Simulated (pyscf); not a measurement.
PySCF, gas phase, ωB97X-D3(BJ)/def2-SVP geometries. Correlated levels are frozen-core, on RHF or UHF. ΔMP2 is the change of the MP2 total energy from the triple- to the quadruple-zeta basis.

What is the homolytic dissociation enthalpy (298 K, CCSD(T)/def2-TZVPP + ΔMP2(QZVPP)) of the B–N bond of H₂N–BH–NH₂, to NH₂• + [HB–NH₂]•?

B–N to NH₂• + [HB–NH₂]•: 5.55 eV. The radicals are drawn with the spin at the cut bond; how far it spreads was not checked. Other isomers of [HB–NH₂]• were not searched in full and may lie lower. The CCSD(T) − MP2 part came from Ansatz, without density fitting, on the same reference.
